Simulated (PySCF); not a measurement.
# Functional benchmark on one molecule

Molecule: SMILES CC(C)F, C3H7F.

Numbering as in the mapped SMILES `[CH3:1][CH:2]([CH3:3])[F:4]`. Each H is labelled by its parent atom.

Geometry PBE0-D3(BJ)/def2-SVP throughout; GIAO in PySCF, gas phase, one conformer, non-relativistic; equivalent atoms averaged; basis pcSseg-2.

Reference values (measured; G. Saielli, R. Bini, A. Bagno, Computational 19F NMR. 2. Organic compounds, RSC Adv. 2014, ESI (exp. from Berger-Braun-Kalinowski 1994 and Everett 1995)): δ(F4) = -165.2 ppm vs CFCl3. Computed shifts are taken against CFCl3, calculated as an isolated molecule at each level.

Problem. How do the functionals HF, LDA, PBE, BLYP, BP86, OPBE, KT2, KT3, B97-D, B3LYP, PBE0, mPW1PW91, WP04, B97-2, BHandHLYP, CAM-B3LYP, wB97X-D, LC-wPBE perform against the reference? Times are CPU seconds on shared hosts with different chips, so compare them loosely; the GGAs took longer than the global hybrids here, which isn't the general rule, and the cause wasn't traced.

Solution. 
```csv
functional,kind,F4,abs. error F,core-s
HF,Hartree–Fock,-157.5,7.7,15
LDA,LDA,-209.5,44.3,33
PBE,GGA,-204.8,39.6,41
BLYP,GGA,-202.8,37.6,42
BP86,GGA,-206.3,41.1,46
OPBE,GGA,-200.8,35.6,44
KT2,GGA,-209.4,44.2,45
KT3,GGA,-202.2,37.0,43
B97-D,GGA,-200.3,35.1,45
B3LYP,global hybrid,-190.8,25.6,31
PBE0,global hybrid,-189.7,24.5,31
mPW1PW91,global hybrid,-189.7,24.5,31
WP04,global hybrid,-190.7,25.5,26
B97-2,global hybrid,-189.1,23.9,26
BHandHLYP,global hybrid,-176.1,10.9,26
CAM-B3LYP,range-separated hybrid,-181.8,16.6,36
wB97X-D,range-separated hybrid,-184.0,18.8,34
LC-wPBE,range-separated hybrid,-174.3,9.1,48
```

For $^{19}$F the closest is HF (7.7 ppm) and the furthest LDA (44.3 ppm). One molecule is a small sample, and vibrational and solvent effects are absent from the calculation.
